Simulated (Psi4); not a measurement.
Reaction (SMILES): N (NH3) + H+ → [NH4+]
B3LYP-D3(BJ)/def2-TZVP geometries, fixed; electronic energies without zero-point terms; positive where energy is released.

Basis-set convergence of the proton affinity at HF with Psi4. Cartesian d functions, on some or all atoms, in 6-31G*; all else is spherical. Density fitting with the program's default auxiliary sets. Psi4's default fitting sets serve the pcseg sets less well. No added dispersion term, no relativity. Functions are those of the species that has most. Reference: the value in aug-cc-pVQZ, 215.86 kcal/mol, itself unsure by roughly 0.24 kcal/mol (its mean distance from def2-QZVPPD, def2-QZVPP, cc-pVQZ). Deviations are taken from unrounded values.

| basis | functions | proton affinity (kcal/mol) | minus reference (kcal/mol) |
|---|---|---|---|
| def2-SV(P) | 22 | 214.71 | -1.14 |
| 6-31G* | 23 | 217.31 | 1.45 |
| pcseg-1 | 34 | 215.21 | -0.64 |
| def2-SVPD | 52 | 215.33 | -0.53 |
| def2-TZVP | 55 | 216.14 | 0.28 |
| def2-TZVPD | 73 | 215.45 | -0.41 |
| jun-cc-pV(T+d)Z | 95 | 215.80 | -0.06 |
| def2-QZVPPD | 195 | 215.90 | 0.04 |
| aug-pcseg-3 | 281 | 215.96 | 0.10 |
